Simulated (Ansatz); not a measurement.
## Ansatz (development build ahead of 0.2.0) run

```yaml
crystal:
  periodic: [false, false, false]
  atoms:
    - { symbol: F, position_ang: [0.71, 0.0, 4.3] }
    - { symbol: F, position_ang: [-0.71, 0.0, 4.3] }
    - { symbol: F, position_ang: [0.71, 0.0, 0.0] }
    - { symbol: F, position_ang: [-0.71, 0.0, 0.0] }
basis:
  gaussian: { orbitals: cc-pVDZ }
hamiltonian:
  xc: hf
```

The input is written out in the form of the current development build from the run's settings.

Results

```json
{"Converged": "yes", "Total energy": "-397.36972 hartree", "Spin squared of the determinant": "0.000"}
```
